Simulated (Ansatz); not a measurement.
# BClH5Si: the cost of one run

Method: UKS B3LYP/6-31G*, in Ansatz 0.2.0.

## Step 1: The structure to begin with

Bond lengths: B1–Cl2 2.110 Å, B1–H3 1.190 Å, B1–H4 1.190 Å, Cl2–Si5 2.430 Å, Si5–H6 1.460 Å, Si5–H7 1.460 Å, Si5–H8 1.460 Å. Angles: B1–Cl2–Si5 180.0°, Cl2–B1–H3 120.0°, Cl2–B1–H4 120.0°, H3–B1–H4 120.0°, Cl2–Si5–H6 109.5°, Cl2–Si5–H7 109.5°, Cl2–Si5–H8 109.5°, H6–Si5–H7 109.4°, H6–Si5–H8 109.4°, H7–Si5–H8 109.4°.

Coordinates:

```xyz
8

B     0.0000    0.0000    0.0000
Cl    0.0000    0.0000    2.1100
H     1.0305    0.0000   -0.5950
H    -1.0305    0.0000   -0.5950
Si    0.0000    0.0000    4.5400
H    -0.7436   -1.1581    5.0274
H     1.3747   -0.0649    5.0274
H    -0.6311    1.2230    5.0274
```

## Step 2: Pulling towards end A

Springs on the bonds that form and break draw the guess towards this end; the thresholds are loose.

input.yaml

```yaml
crystal:
  periodic: [false, false, false]
  atoms:
    - { symbol: B, position_ang: [0.0, 0.0, 0.0] }
    - { symbol: Cl, position_ang: [0.0, 0.0, 2.11] }
    - { symbol: H, position_ang: [1.0305, 0.0, -0.595] }
    - { symbol: H, position_ang: [-1.0305, 0.0, -0.595] }
    - { symbol: Si, position_ang: [0.0, 0.0, 4.54] }
    - { symbol: H, position_ang: [-0.7436, -1.1581, 5.0274] }
    - { symbol: H, position_ang: [1.3747, -0.0649, 5.0274] }
    - { symbol: H, position_ang: [-0.6311, 1.223, 5.0274] }
magnetization:
  spin_polarized: true
  initial_magnetization: 1
basis:
  gaussian: { orbitals: "6-31G*" }
hamiltonian:
  xc: b3lyp
relax:
  f_tol: 0.15
  max_steps: 25
  restrain:
    - { distance: [1, 4], at: 3.33, k: 30.0 }
    - { distance: [0, 1], at: 1.86, k: 30.0 }
```

Launch:

```console
> ansatz run input.yaml --threads 1 --pin off --max-ram 2048MiB --backend cpu --events-out ev --progress --plain --runs-dir out
```

**Question.** How long does this run take on 1 thread of Arm Neoverse V2, shared host, and how much memory does it need?

About 21 s, with a peak of 0.16 GiB.
